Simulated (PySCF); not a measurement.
# Spin-Hamiltonian simulation

Molecule: `FC(C#C)F`, C$_{3}$H$_{2}$F$_{2}$.

Bonds (- single, = double, # triple, : aromatic): C1#C2 1.196 Å, C2-C3 1.455 Å, C3-F4 1.357 Å, C3-F5 1.357 Å. C1 carries H6; C3 carries H7.

No solvent, relativity neglected, one computed conformer, one averaged value for each set of equivalent atoms. Couplings computed with B3LYP/pcJ-1; GFN2-xTB structure; GIAO PBE0/pcSseg-1 shieldings; PySCF.

References, each an isolated molecule treated in the same way: 1H (31.72 ppm) against TMS.

The 4-spin Hamiltonian (Zeeman plus full scalar coupling among like nuclei) was diagonalised exactly; lines are Lorentzian, 0.5 Hz wide, and the maxima above 3 % are listed with the tallest set to 100.

Peak list at 400 MHz for the spins F4/F5/H6/H7:
Hz from δ = 0 (height): 2664.6 (50), 2662.5 (50), 2605.1 (99), 2603.0 (100), 2545.6 (50), 2543.5 (50), 903.8 (50), 901.7 (50), 897.1 (100), 895.0 (100), 890.4 (50), 888.2 (50)

Q: Extract the chemical shifts and coupling constants behind this pattern (give the signs of the calculation).

A: 
Shifts (ppm): F4/F5 -126.2, H6 2.24, H7 6.51.
Couplings (Hz): F4–F5: 311.8; F4–H6, F5–H6: -6.7; F4–H7, F5–H7: 59.5; H6–H7: -2.1.
These are the parameters used. A line list fixes at most the relative signs, and those only where coupling is strong; other parameter sets or atom labellings may fit too, and couplings well below the line width leave little trace.
